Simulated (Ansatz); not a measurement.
**Two structures, one formula**

Two isomers of C2H7S (charge +1), singlet, relaxed at PBE0-D4/def2-TZVP (vibrations not checked).

A:

| atom | x (Å) | y (Å) | z (Å) |
| --- | --- | --- | --- |
| C1 | -1.1660 | 0.6738 | -0.4716 |
| S2 | -0.2246 | -0.8507 | -0.4097 |
| C3 | 1.0702 | -0.5221 | 0.7861 |
| H4 | -1.8692 | 0.5800 | -1.2998 |
| H5 | -0.5090 | 1.5315 | -0.6022 |
| H6 | -1.7178 | 0.7366 | 0.4668 |
| H7 | 0.4909 | -0.7073 | -1.5453 |
| H8 | 0.5907 | -0.4994 | 1.7651 |
| H9 | 1.7643 | -1.3621 | 0.7420 |
| H10 | 1.5705 | 0.4197 | 0.5687 |

B:

```xyz
10
angstrom
C -0.8517 0.5087 -0.7520
C -0.1922 -0.5377 0.1196
S 1.0271 0.2731 1.2200
H -1.6198 0.0094 -1.3458
H -0.1462 0.9696 -1.4452
H -1.3405 1.2865 -0.1633
H 0.3311 -1.3105 -0.4422
H -0.8908 -1.0020 0.8196
H 1.7109 -0.8002 1.6786
H 1.9719 0.6033 0.3107
```

Computed with Ansatz 0.2.0 (basis: def2-TZVPP); correlated methods freeze the cores. B3LYP uses VWN-RPA correlation.

(1) Which structure is lower at CCSD(T), and by how much? (Judge from chemistry; the value comes from the calculation.)

No T1 diagnostic of these runs exceeds 0.010.

## Answers

(1) By the calculation: A, by 7.46 kcal/mol (electronic energy, against the other). By their contacts, A is C₂H₇S ([CH3][SH][CH3]), total charge +1 and B is C₂H₇S ([CH3][CH2][SH2]), total charge +1.

All methods give the same order:

```tsv
method	E(B) − E(A) (kcal/mol)
PBE-D4	8.34
r2SCAN-D4	8.74
PBE0-D4	8.45
B3LYP-D4	8.35
wB97M-V	8.28
HF	8.57
MP2	7.87
CCSD	7.44
CCSD(T)	7.46
```

Labels in which every atom is bracketed show which atoms are joined, not bond orders.
